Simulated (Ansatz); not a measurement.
Geometry optimisation, Ansatz 0.2.0, UKS BHLYP/def2-SVP.

Input:

```yaml
crystal:
  periodic: [false, false, false]
  atoms:
    - { symbol: B, position_ang: [0.0, 0.0, -0.364801] }
    - { symbol: H, position_ang: [0.0, -4.0e-06, 2.033152] }
    - { symbol: H, position_ang: [1.075342, 0.0, -0.884843] }
    - { symbol: H, position_ang: [-1.075342, 0.0, -0.884843] }
    - { symbol: H, position_ang: [0.0, 3.0e-06, 2.751336] }
magnetization:
  spin_polarized: true
  initial_magnetization: 1
basis:
  gaussian: { orbitals: def2-SVP }
hamiltonian:
  xc: { name: BHLYP }
relax:
  f_tol: 0.03
  max_steps: 50
output:
  orbitals: {}
```

Run as:

```bash
$ ansatz run input.yaml --threads 1 --pin off --max-ram 2048MiB --backend cpu --events-out ev --progress --plain --runs-dir out
```

Problem. Where does it end, and by what steps?

Solution. The run converged. After 5 steps the energy has fallen by 0.100 eV; H5 moved furthest, 0.59 Å.

| step | energy less start (eV) | largest force component (eV/Å) | accepted |
| --- | --- | --- | --- |
| 0 | 0.0000 | 1.756 | yes |
| 1 | -0.0769 | 0.058 | yes |
| 2 | -0.0941 | 0.108 | yes |
| 3 | -0.0976 | 0.048 | yes |
| 4 | -0.0992 | 0.043 | yes |
| 5 | -0.0999 | 0.017 | yes |

```xyz
5
Properties=species:S:1:pos:R:3
B 0.000 0.000 -0.747
H 0.000 0.000 2.583
H 1.078 0.000 -1.261
H -1.078 0.000 -1.261
H 0.000 0.000 3.337
```

Whether the end is a true minimum wasn't checked by a vibrational analysis.

The run took 4.2 s on 1 thread of Arm Neoverse V1 (shared host), peak memory 0.09 GiB.
